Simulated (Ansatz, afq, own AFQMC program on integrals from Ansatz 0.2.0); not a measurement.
AFQMC on a folder of integrals that Ansatz 0.2.0 wrote.

```yaml
crystal:
  periodic: [false, false, false]
  atoms:
    - {symbol: C, position_ang: [0.449735, -1.955042, 0.895405]}
    - {symbol: C, position_ang: [1.059430, -1.599547, -0.450943]}
    - {symbol: Ga, position_ang: [0.870206, 0.371054, -0.893787]}
    - {symbol: O, position_ang: [-0.543698, 1.110862, -0.040688]}
    - {symbol: Si, position_ang: [-1.413957, 2.487608, 0.225997]}
    - {symbol: H, position_ang: [-0.603544, -1.644603, 0.962168]}
    - {symbol: H, position_ang: [0.490911, -3.043795, 1.073138]}
    - {symbol: H, position_ang: [0.981939, -1.471494, 1.729405]}
    - {symbol: H, position_ang: [2.127534, -1.856934, -0.522863]}
    - {symbol: H, position_ang: [0.549226, -2.106804, -1.288822]}
    - {symbol: H, position_ang: [-1.294519, 2.913759, 1.655552]}
    - {symbol: H, position_ang: [-0.943547, 3.621983, -0.634304]}
    - {symbol: H, position_ang: [-2.861006, 2.250455, -0.070428]}
basis:
  gaussian: {orbitals: def2-SVP}
magnetization: {spin_polarized: true, initial_magnetization: 1}
correlation: {method: ccsd_t, electrons: outside_noble_gas, hamiltonian_folder: ham}
```

```sh
$ ansatz run in.yaml --threads 1 --pin off --events-out ev --progress --plain --max-ram 16896MiB --backend cuda --devices 0, --max-vram 18GiB
```

afq runs on the folder ham with

```
--method phaseless --trial hf --walkers 700 --populations 10 --least-time 40 --time-step 0.005 --steps-per-block 20 --equilibration-blocks 112 --max-blocks 4000 --target-error 0.0016 --factor-cut 1e-05 --start spin_pure --seed 261 --taylor-order 6
```

Times are imaginary, in 1/Eh. The walk had a cap of 137 s. With eight or more populations the least sampling time is a fifth of least-time, and the error comes from their spread. Filled inner d shells are frozen with the cores.

Output of the walk:

```
orbitals 110  electrons 15 14  factors 955 of 1319
reference energy -2367.02683603 Eh
CCSD correlation -0.68123945 Eh in 13 cycles, weight of the determinant in the CISD state 0.7763
energy of the start -2367.027146 Eh
 block  time / (1/Eh)  mean weight  energy / Eh
     1     0.100  1.0041  -2367.212107
     2     0.200  1.0046  -2367.336173
     3     0.300  1.0057  -2367.424249
     4     0.400  1.0050  -2367.485867
     5     0.500  1.0038  -2367.526009
    10     1.000  1.0016  -2367.671485
    56     5.600  0.9994  -2367.735169
   111    11.100  0.9994  -2367.741751
   166    16.600  0.9980  -2367.751784
   177    17.700  1.0013  -2367.770510
   221    22.100  0.9985  -2367.730916
   232    23.200  0.9987  -2367.713093
   276    27.600  1.0012  -2367.728849
   331    33.100  1.0009  -2367.718939
   386    38.600  1.0001  -2367.714832
   441    44.100  1.0001  -2367.756974
   452    45.200  0.9968  -2367.747111
error from the spread of 10 populations
energy -2367.734856 +/- 0.001592 Eh
(rows thinned)
```

The run passed its tests (sampling time, drift between the halves within three errors, error under three times the target), which doesn't prove that it has relaxed. The second half of the sampling lies above the first by 2.1 errors of their difference, so the energy may still be moving and its error bar be too small.

Against this walk (error 43.3 meV) on the same determinant: CCSD(T) 219.0 meV higher, a separate phaseless walk with a CISD trial and standard settings 123.7 ± 45.7 meV higher. The error is statistical and leaves out the bias of the constraint. None of these is a sure reference here.

Cautions: constraint bias not in the error; no relativity below Rb; no spin-orbit coupling; inner d shell frozen.

The walk took 2.2 min on 1 × NVIDIA H100 80GB HBM3 with 2 threads of AMD EPYC 7R13 Processor (Zen 3), on a shared host (the card was shared). The log's last line is the phaseless energy.
